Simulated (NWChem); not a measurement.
System: ethanethiol (C2H6S); SMILES CCS

Input file for NWChem:

```
start job
memory heap 200 mb stack 900 mb global 1100 mb
geometry units angstroms noautosym nocenter noautoz
  C      0.370180    -1.632557    -0.058435
  C     -0.638469    -0.494412     0.042851
  S      0.098289     1.185168    -0.073008
  H     -0.144067    -2.616874    -0.042543
  H      1.083901    -1.613020     0.790826
  H      0.959605    -1.560473    -0.993944
  H     -1.357454    -0.524303    -0.801854
  H     -1.240617    -0.563695     0.972082
  H      0.846437     1.095741     1.063043
end
basis spherical
  * library 6-31g*
end
dft
  xc m06-2x
  iterations 150
end
cosmo
  dielec 46.7
end
task dft energy
```

NWChem printed, in part:

```
             Northwest Computational Chemistry Package (NWChem) 7.3.0
             --------------------------------------------------------

                             Geometry "geometry" -> ""
                             -------------------------

 Output coordinates in angstroms (scale by  1.889725989 to convert to a.u.)

  No.       Tag          Charge          X              Y              Z
 ---- ---------------- ---------- -------------- -------------- --------------
    1 C                    6.0000     0.37018000    -1.63255700    -0.05843500
    2 C                    6.0000    -0.63846900    -0.49441200     0.04285100
    3 S                   16.0000     0.09828900     1.18516800    -0.07300800
    4 H                    1.0000    -0.14406700    -2.61687400    -0.04254300
    5 H                    1.0000     1.08390100    -1.61302000     0.79082600
    6 H                    1.0000     0.95960500    -1.56047300    -0.99394400
    7 H                    1.0000    -1.35745400    -0.52430300    -0.80185400
    8 H                    1.0000    -1.24061700    -0.56369500     0.97208200
    9 H                    1.0000     0.84643700     1.09574100     1.06304300

 Effective nuclear repulsion energy (a.u.)     106.2792519582

                                 NWChem DFT Module
                                 -----------------

 Summary of "ao basis" -> "ao basis" (spherical)
 ------------------------------------------------------------------------------
       Tag                 Description            Shells   Functions and Types
 ---------------- ------------------------------  ------  ---------------------
 C                           6-31g*                  6       14   3s2p1d
 S                           6-31g*                  8       18   4s3p1d
 H                           6-31g*                  2        2   2s

 in cosmo_initialize ...

 solvent parameters
 solvname_short: unkn
 solvname_long:  unknown
 dielec:       46.7000

          ---------------
          -cosmo- solvent
          ---------------
 Cosmo: York-Karplus, doi: 10.1021/jp992097l
 dielectric constant -eps-     =  46.70
 screen = (eps-1)/(eps    )    =   0.97859
 surface charge correction     = lagrangian

   van der Waals surface
 --------------------------

[...]

                                   COSMO solvation results
                                   -----------------------

                 gas phase energy =      -477.917139307190
                 sol phase energy =      -477.922480448374
 (electrostatic) solvation energy =         0.005341141183 (    3.35 kcal/mol)

                       DFT Final Molecular Orbital Analysis
                       ------------------------------------

 Vector   15  Occ=2.000000D+00  E=-4.063420D-01
              MO Center= -9.5D-02, -7.8D-01,  3.4D-02, r^2= 2.9D+00
   Bfn.  Coefficient  Atom+Function         Bfn.  Coefficient  Atom+Function
  ----- ------------  ---------------      ----- ------------  ---------------
    19     -0.248025  2 C  pz                 5      0.231196  1 C  pz
    53      0.218809  7 H  s                 54      0.202932  7 H  s
    49      0.201125  5 H  s                 50      0.192981  5 H  s
    17     -0.176802  2 C  px                35      0.171753  3 S  px
     3      0.161837  1 C  px                23     -0.143121  2 C  pz

 Vector   16  Occ=2.000000D+00  E=-3.788664D-01
              MO Center= -3.6D-02,  3.8D-01, -7.3D-02, r^2= 3.3D+00
   Bfn.  Coefficient  Atom+Function         Bfn.  Coefficient  Atom+Function
  ----- ------------  ---------------      ----- ------------  ---------------
    36      0.437699  3 S  py                37     -0.268102  3 S  pz
    18     -0.236898  2 C  py                38      0.235495  3 S  s
     4      0.181534  1 C  py                40      0.180221  3 S  py
    32     -0.168252  3 S  py                34      0.164726  3 S  s
    22     -0.132608  2 C  py                47     -0.132761  4 H  s

 Vector   17  Occ=2.000000D+00  E=-2.985446D-01
              MO Center=  6.3D-02,  1.0D+00, -4.0D-02, r^2= 2.0D+00
   Bfn.  Coefficient  Atom+Function         Bfn.  Coefficient  Atom+Function
  ----- ------------  ---------------      ----- ------------  ---------------
    35      0.503895  3 S  px                37     -0.354601  3 S  pz
    39      0.335823  3 S  px                36     -0.255664  3 S  py
    41     -0.234748  3 S  pz                31     -0.190096  3 S  px
    40     -0.174477  3 S  py                33      0.133678  3 S  pz
    56      0.115656  8 H  s                  6     -0.114631  1 C  s

 Vector   18  Occ=0.000000D+00  E= 6.644672D-02
              MO Center=  6.0D-02,  8.7D-01,  1.2D-02, r^2= 3.4D+00
   Bfn.  Coefficient  Atom+Function         Bfn.  Coefficient  Atom+Function
  ----- ------------  ---------------      ----- ------------  ---------------
    20      1.088212  2 C  s                 58     -0.849151  9 H  s
    39      0.662556  3 S  px                40      0.636951  3 S  py
    41      0.487521  3 S  pz                22      0.422007  2 C  py
    56     -0.272958  8 H  s                 35      0.264135  3 S  px
    50     -0.226564  5 H  s                  6      0.223295  1 C  s

 Vector   19  Occ=0.000000D+00  E= 1.182339D-01
              MO Center=  2.7D-01,  9.0D-01,  3.3D-01, r^2= 3.3D+00
   Bfn.  Coefficient  Atom+Function         Bfn.  Coefficient  Atom+Function
  ----- ------------  ---------------      ----- ------------  ---------------
    58      1.340753  9 H  s                 38     -1.191505  3 S  s
    40      0.844206  3 S  py                41     -0.765691  3 S  pz
    20      0.659683  2 C  s                 22      0.622162  2 C  py
    21      0.421895  2 C  px                34     -0.421248  3 S  s
    37     -0.271797  3 S  pz                18      0.230420  2 C  py

[...]
```

Level: M06-2X/6-31G* (spherical d), COSMO on the gas-phase geometry. Geometry: optimised at PBE-D3(BJ)/def2-SVP. COSMO prints the solvation energy as gas minus solution, so a positive value is a stabilisation.
